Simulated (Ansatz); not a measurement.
Relaxation of FH$_{4}$OSi (7 atoms, charge -1, multiplicity 1), to a largest force component of 0.02 eV/Å in at most 40 steps.

All numbers below come from RKS PBE-D4/def2-mTZVP (Ansatz 0.2.0).

```xyz
7
Properties=species:S:1:pos:R:3
O -0.145 0.073 -1.343
H 0.624 0.581 -1.596
Si -0.168 -0.138 0.314
F 1.416 0.693 0.478
H -1.542 -0.865 0.180
H -0.719 0.991 1.113
H 0.534 -1.336 0.853
```

Where does it end, and by what steps?

The forces met the threshold. Limits of this set-up: an anion without diffuse functions. After 6 steps the energy has fallen by 0.167 eV; H6 moved furthest, 0.17 Å.

```
step  energy less start (eV)  largest force component (eV/Å)  accepted
   0                  0.0000                           1.389       yes
   1                 -0.1159                           0.927       yes
   2                 -0.1549                           0.444       yes
   3                 -0.1574                           0.364       yes
   4                 -0.1664                           0.077       yes
   5                 -0.1669                           0.046       yes
   6                 -0.1670                           0.017       yes
```

```xyz
7
Properties=species:S:1:pos:R:3
O -0.143 0.101 -1.429
H 0.693 0.578 -1.591
Si -0.173 -0.130 0.292
F 1.422 0.730 0.340
H -1.559 -0.865 0.142
H -0.730 0.914 1.263
H 0.489 -1.327 0.982
```

Whether the end is a true minimum wasn't checked by a vibrational analysis.

Time of the run: 13 s on 1 thread of Arm Neoverse V2 (shared host), peak memory 0.12 GiB.
